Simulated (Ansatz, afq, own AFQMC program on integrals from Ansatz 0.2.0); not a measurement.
**CHN⁺, quartet: AFQMC among the cluster methods**

| atom | x (Å) | y (Å) | z (Å) |
| --- | --- | --- | --- |
| N | 0.0000 | 0.0792 | 0.6323 |
| C | 0.0000 | -0.1496 | -0.6235 |
| H | 0.0000 | 0.6827 | -1.3569 |

Connectivity, by distances: N–CH.

Basis cc-pVDZ. Only valence electrons are correlated. Ansatz 0.2.0 and our own AFQMC program on the same integrals; the CISD trial comes from CCSD amplitudes, and released means the phaseless constraint is let go. ± is one standard error of the sampling.

Determinant: UHF, the one that the program's search chose, which needn't be the lowest solution. The geometry is a PBE0/def2-TZVP stationary point of this or a neighbouring charge and spin state.

No full CI on the walks' own integrals is used here; CCSDTQ serves as the reference and is uncertain by about the last step of the cluster series.

Cautions: lower spins were not checked.

- T1 diagnostic: 0.0321
- weight of the determinant in the CISD state: 0.907
- ⟨S²⟩ of the determinant: 3.758
- size of the correlated space: 9 electrons in 31 orbitals

Question: Estimate: order these by the size of their error in total energy against CCSDTQ, smallest first.
A. CCSDT(Q)
B. CCSDT
C. phaseless AFQMC with a CISD trial
D. CCSD(T)

Answer: A (0.0 kJ/mol), B (0.7 kJ/mol), C (1.7 ± 0.2 kJ/mol), D (3.8 kJ/mol).

Reference: CCSDTQ, correlation energy -5.535 eV.

A walk keeps the symmetry of its determinant, which the program's search chose and which needn't be the lowest solution, so a lower state of the same spin and another symmetry isn't excluded.
